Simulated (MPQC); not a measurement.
**C4H8 (cyclobutane): a first try and a second**

Aim: the energy of C4H8 (cyclobutane) at HF/STO-3G.

Program for the calculation: MPQC 2.3.1.

5 further runs of the same task are left out: 3 that didn't finish, 2 set aside as unsound or not needed.

### 1 The system as given

C4H8: 12 atoms, total charge 0, spin state singlet. SMILES: `C1CCC1`. Geometry: relaxed at PBE0-D4/def2-TZVP.

Bond lengths: C1–C2 1.541 Å, C2–C3 1.541 Å, C1–C4 1.541 Å, C3–C4 1.541 Å, C1–H5 1.093 Å, C1–H6 1.091 Å, C2–H7 1.093 Å, C2–H8 1.091 Å, C3–H9 1.093 Å, C3–H10 1.091 Å, C4–H11 1.093 Å, C4–H12 1.091 Å. Some angles: C1–C2–C3 88.3°, C2–C1–C4 88.3°, C2–C3–C4 88.3°, C1–C4–C3 88.3°, C1–C2–H7 111.3°, C1–C2–H8 118.1°, C3–C2–H7 111.3°, C3–C2–H8 118.1°, C2–C1–H5 111.3°, C2–C1–H6 118.1°.

### 2 First attempt

Input file run.in:

```
% C4H8
molecule<Molecule>: (
  symmetry = c1
  unit = angstrom
  { atoms geometry } = {
    C  [ -0.915600 0.295800 -0.476200 ]
    C  [ -0.357100 0.346000 0.959200 ]
    C  [ 1.013600 -0.070500 0.391400 ]
    C  [ 0.284800 -0.589700 -0.863200 ]
    H  [ -0.858100 1.274600 -0.958400 ]
    H  [ -1.919500 -0.105500 -0.623800 ]
    H  [ -0.786200 -0.444600 1.579500 ]
    H  [ -0.423100 1.289100 1.504200 ]
    H  [ 1.628700 0.802300 0.160000 ]
    H  [ 1.615300 -0.776700 0.966000 ]
    H  [ 0.041300 -1.650700 -0.769700 ]
    H  [ 0.753100 -0.425300 -1.835000 ]
  }
)
basis<GaussianBasisSet>: (
  name = "STO-3G"
  molecule = $:molecule
  puream = yes
)
mpqc: (
  checkpoint = no
  savestate = no
  restart = no
  do_energy = yes
  do_gradient = no
  optimize = no
  mole<CLHF>: (
    molecule = $:molecule
    basis = $:basis
    total_charge = 0
    memory = 1000000000
    print_evals = yes
    print_npa = yes
    maxiter = 60
    guess_wavefunction<ExtendedHuckelWfn>: (
      molecule = $:molecule
      total_charge = 0
      multiplicity = 1
      basis<GaussianBasisSet>: (
        name = "STO-3G"
        molecule = $:molecule
      )
    )
  )
```

On the command line:

```
$ mpqc run.in > run.out
```

Output:

```text
IPV2::error: syntax error
error occurred at line number 50 (roughly)
in file "<string>"
```

It took 0.08 s on 1 thread of Arm Neoverse V2, shared host.

### 3 Diagnosis

The input was rejected.

The log says `error occurred at line number 50`. What is wrong: unbalanced parenthesis.

### 4 Second attempt

Input file run.in:

```
% emacs should use -*- KeyVal -*- mode
molecule<Molecule>: (
   symmetry = c1
   unit = angstrom
   { atoms geometry } = {
      C  [ -0.915600       0.295800      -0.476200 ]
      C  [ -0.357100       0.346000       0.959200 ]
      C  [ 1.013600      -0.070500       0.391400 ]
      C  [ 0.284800      -0.589700      -0.863200 ]
      H  [ -0.858100       1.274600      -0.958400 ]
      H  [ -1.919500      -0.105500      -0.623800 ]
      H  [ -0.786200      -0.444600       1.579500 ]
      H  [ -0.423100       1.289100       1.504200 ]
      H  [ 1.628700       0.802300       0.160000 ]
      H  [ 1.615300      -0.776700       0.966000 ]
      H  [ 0.041300      -1.650700      -0.769700 ]
      H  [ 0.753100      -0.425300      -1.835000 ]
   }
)
basis<GaussianBasisSet>: (
   name = "STO-3G"
   molecule = $:molecule
   puream = yes
)
mpqc: (
   checkpoint = no
   savestate = no
   restart = no
   do_energy = yes
   do_gradient = no
   optimize = no
   mole<CLHF>: (
      molecule = $:molecule
      basis = $:basis
      total_charge = 0
      memory = 1000000000
      print_evals = yes
      print_npa = yes
      maxiter = 100
      guess_wavefunction<ExtendedHuckelWfn>: (
         molecule = $:molecule
         total_charge = 0
         multiplicity = 1
         basis<GaussianBasisSet>: (
            name = "STO-3G"
            molecule = $:molecule
         )
      )
   )
)
```

On the command line:

```
$ mpqc run.in > run.out
```

Output:

```text
MPQC: Massively Parallel Quantum Chemistry
[...]
  CLSCF::init: total charge = 0
[...]
  nbasis = 28
[...]
  iter     1 energy = -153.3553376632 delta = 2.83324e-01
[...]
  LUMO is    17   A =   0.557425
  total scf energy = -154.2716899496
Value of the MolecularEnergy: -154.2716899496
[...]
      symmetry = c1
[...]
```

Wall time 0.22 s (1 thread of Arm Neoverse V2, shared host).

### 5 Summary of results

Level: HF/STO-3G.

| quantity | value |
| --- | --- |
| total energy | -154.27169 Eh |
| HOMO energy | -10.83 eV |
| LUMO energy | 15.17 eV |
| HOMO–LUMO gap | 25.99 eV |
